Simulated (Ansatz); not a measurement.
Born–Oppenheimer molecular dynamics of ClH$_{5}$Si (7 atoms, charge 0, multiplicity 1). It starts at the highest image of a converged band. Of that band: Neighbouring images differ by up to 1.4 eV, so the band resolves the path poorly. A vibrational analysis at the climbing image gives 2 clearly imaginary modes (1125i, 128i cm⁻¹): a point of higher order, so a lower path passes nearby.

All numbers below come from RKS B3LYP/def2-SVP in Ansatz 0.2.0.

```
ensemble                      : NVE (velocity Verlet)
time step                     : 0.5 fs
steps asked                   : 200
starting velocities drawn for : 100 K
seed                          : 11723
```

First frame:

```xyz
7
Properties=species:S:1:pos:R:3
Si -0.155 0.000 -0.058
Cl -0.206 0.000 2.554
H 1.306 0.000 0.213
H -0.475 1.250 -0.802
H -0.475 -1.250 -0.802
H -1.746 0.000 0.545
H -1.358 0.000 1.431
```

Task: How far do the bonds stretch over the last three quarters of this one trajectory? (Pairs bonded in most of those frames.)

Result: 
```json
{"bond": "Si1–Cl2", "mean (Å)": "2.252", "spread (Å)": "0.260", "shortest": "1.81", "longest": "2.56"}
{"bond": "Si1–H3", "mean (Å)": "1.489", "spread (Å)": "0.010", "shortest": "1.47", "longest": "1.51"}
{"bond": "Si1–H4", "mean (Å)": "1.486", "spread (Å)": "0.007", "shortest": "1.47", "longest": "1.50"}
{"bond": "Si1–H5", "mean (Å)": "1.487", "spread (Å)": "0.005", "shortest": "1.48", "longest": "1.50"}
{"bond": "H6–H7", "mean (Å)": "0.765", "spread (Å)": "0.032", "shortest": "0.72", "longest": "0.81"}
```

Mean temperature of the second half: 2551 K. The conserved energy stayed within 0.21 meV per atom of its start (net change -0.02 meV per atom), so the integration is sound. The kinetic energy rose, since the run started high on the potential surface and went downhill. It ends in pieces (ClH3Si + H2), so much of that is their flight and rotation, not heat. A run of 0.1 ps of so small a system gives no equilibrium averages. The orbitals stay closed-shell, which can raise the energy where a bond breaks towards radicals; this wasn't checked here.

Run time: 3.3 min on 1 thread of Arm Neoverse V2, on a shared host, peak memory 0.1 GiB.
